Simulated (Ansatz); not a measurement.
`CC(C)CF` → `CC(C)F` + `[CH2]` (triplet) at 700 K and 1 bar (formal loss of a carbene).

Gas-phase electronic energies from Ansatz, PBE0-D4/def2-TZVP geometries. CCSD(T)/CBS is the MP2 limit (def2-TZVPP, def2-QZVPP) plus CCSD(T) − MP2 in def2-TZVPP, frozen cores. This one scheme is used for every species. Triplets are unrestricted, without spin–orbit coupling. One conformer a species, not always the lowest.

```
          species  CCSD(T)/CBS energy (Eh)  H − E (kJ/mol)  S (J/(mol·K))
        `CC(C)CF`               -257.42520           407.3          444.8
         `CC(C)F`               -218.16942           315.3          389.7
`[CH2]` (triplet)                -39.09499            70.4          226.8
```

H − E and S are ideal-gas, rigid-rotor, harmonic terms from PBE0-D4/def2-TZVP, for one conformer and one mirror image of each species, with the whole ground term of open shells counted as degenerate. 1 Eh = 2625.50 kJ/mol, R = 8.31446 J/(mol·K).

By hand: ΔE, ΔH, ΔS and ΔG.

ΔE = (-218.16942) + (-39.09499) − (-257.42520) = 0.16079 Eh = 422.2 kJ/mol. Δ(H − E) = 315.3 + 70.4 − 407.3 = -21.6, so ΔH = 400.6 kJ/mol. ΔS = 389.7 + 226.8 − 444.8 = 171.7 J/(mol·K). ΔG = 400.6 − 700 × (171.7)/1000 = 280.4 kJ/mol.

By hand: the equilibrium constant, and the temperature at which ΔG would vanish if ΔH and ΔS stayed fixed.

log₁₀ K = −ΔG/(RT ln 10) = -20.9. ΔG = 0 at ΔH/ΔS = 2333 K.

The number of gas molecules changes by +1, which sets the sign of ΔS. A doubt of 5 kJ/mol in ΔE shifts log₁₀ K by 0.4 here. Other conformers and mirror images would add mixing entropy, several J/(mol·K) or more a flexible species. A triplet takes part, so the spin changes. These are equilibria of isolated gas molecules and say nothing of rates. Largest T1 diagnostic: 0.011 (customary marks: 0.02 for closed shells, 0.045 for open ones).
